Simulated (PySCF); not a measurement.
## [C3H5NO]-: g tensor and hyperfine couplings

Species: C₃H₅NO (charge -1 and doublet state).
Cartesian coordinates in Å at the GFN2-xTB level; atoms count from 1:
```
atom  x, y, z in Å
C1    -1.444   -0.047    0.074
N2    -0.529    0.970    0.498
C3     0.773    0.721    0.396
C4     1.447   -0.410   -0.074
O5     2.704   -0.555   -0.130
H6    -1.345   -0.305   -0.995
H7    -1.343   -0.990    0.639
H8    -2.463    0.329    0.233
H9     1.395    1.547    0.741
H10    0.814   -1.256   -0.428
```

The hyperfine couplings belong to this conformer and change with its torsions.

Identity: `C/N=C\[CH][O-]` [radical] (charge -1).

Computed with UKS B3LYP, pcH-1 on C H N O, non-relativistic, mean-field spin-orbit, GIAO (PySCF 2.14.0). Whether the extra electron is bound in the gas phase wasn't checked; a finite basis holds it in any case. A GFN2-xTB geometry isn't a minimum of the functional, and hyperfine couplings can be far from their values at a DFT geometry, by a factor of two or more for some ions and for spin on atoms past the first row. The SCF solution wasn't tested for stability.

* g1, g2, g3: 2.00209, 2.00513, 2.00667
* g_iso: 2.00463
* Form of g: rhombic: the two nearest values differ by 33 % of g3 − g1
* ⟨S²⟩: 0.7593 (exact 0.7500)
* α and β electrons: 20, 19
* HOMO–LUMO gap, α and β orbitals: 4.31, 4.39 eV
* Total energy: -247.29846 Eh

Isotropic coupling and dipolar principal values T1 to T3, in G (MHz turned into gauss with g_iso; 10 G = 1 mT):

```json
{"atom": "C1", "isotope": "13C", "a_iso": "-5.9", "T1": "-0.5", "T2": "-0.3", "T3": "0.9", "Mulliken spin population": "-0.03"}
{"atom": "N2", "isotope": "14N", "a_iso": "6.1", "T1": "-7.1", "T2": "-7.0", "T3": "14.0", "Mulliken spin population": "0.39"}
{"atom": "C3", "isotope": "13C", "a_iso": "-5.0", "T1": "-3.5", "T2": "-1.8", "T3": "5.4", "Mulliken spin population": "0.08"}
{"atom": "C4", "isotope": "13C", "a_iso": "-0.4", "T1": "-6.5", "T2": "-5.0", "T3": "11.5", "Mulliken spin population": "0.21"}
{"atom": "O5", "isotope": "17O", "a_iso": "-9.2", "T1": "-36.1", "T2": "17.8", "T3": "18.3", "Mulliken spin population": "0.30"}
{"atom": "H6", "isotope": "1H", "a_iso": "14.7", "T1": "-1.2", "T2": "-0.6", "T3": "1.8", "Mulliken spin population": "0.04"}
{"atom": "H7", "isotope": "1H", "a_iso": "14.6", "T1": "-1.2", "T2": "-0.6", "T3": "1.8", "Mulliken spin population": "0.04"}
{"atom": "H8", "isotope": "1H", "a_iso": "-0.2", "T1": "-1.3", "T2": "-1.0", "T3": "2.3", "Mulliken spin population": "0.00"}
{"atom": "H9", "isotope": "1H", "a_iso": "-2.9", "T1": "-1.5", "T2": "-1.0", "T3": "2.5", "Mulliken spin population": "-0.01"}
{"atom": "H10", "isotope": "1H", "a_iso": "-6.1", "T1": "-2.6", "T2": "-0.9", "T3": "3.5", "Mulliken spin population": "-0.01"}
```

The Mulliken spin populations are largest on N2 (+0.39), O5 (+0.30), C4 (+0.21) and C3 (+0.08). Three atoms exceed +0.15.

The SMILES `C/N=C\[CH][O-]` draws the unpaired electron on C4, whose computed spin population is only +0.21.

Axes: g3 points within 1° of the C4–O5 bond.

Under fast tumbling the dipolar parts average out, and these isotropic splittings remain: 3 × 1H (H6/H7/H8, I = 1/2, 4 lines) with 0.97 mT, 1 × 14N (N2, I = 1, 3 lines) with 0.61 mT, 1 × 1H (H10, I = 1/2, 2 lines) with 0.61 mT and 1 × 1H (H9, I = 1/2, 2 lines) with 0.29 mT.

Nuclei that the bonding pattern makes equivalent are averaged, as if the motion that swaps them (rotation, inversion, ring flip) were fast. The three 1H nuclei of mean +27.2 MHz run from -0.6 to 41.3 MHz in the frozen geometry.

The 13C coupling of C1 (-16.5 MHz) shows only in satellite lines or after enrichment, since that isotope makes up about 1.07 % of natural carbon.

The 17O coupling of O5 (-25.8 MHz) shows only in satellite lines or after enrichment, since that isotope makes up about 0.038 % of natural oxygen.

β density exceeds α density at some nuclei, such as C1 (-0.0146), C3 (-0.0124) and H10 (-0.0038), spin density in bohr⁻³. In a single determinant that takes different orbitals for the two spins, that is spin polarisation.
